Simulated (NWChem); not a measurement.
System: Li2; SMILES [Li][Li]

NWChem input:

```
start job
memory heap 200 mb stack 900 mb global 1100 mb
geometry units angstroms noautoz
  Li     0.000000     0.000000    -1.363455
  Li     0.000000     0.000000     1.363455
end
basis spherical
  * library def2-tzvp
end
dft
  xc xctpssh
  iterations 150
  mulliken
end
task dft energy
```

The geometry was optimised at B3LYP/6-31G* (spherical d).

### Question
Predict the main results of this run. (TPSSh/def2-TZVP.) Quantities: energy (Ha); highest occupied level (eV); orbital gap (eV).

### Answer
The energy (Ha) comes out as -15.01 and the highest occupied level (eV) is -3.50. The orbital gap (eV) is 2.01.
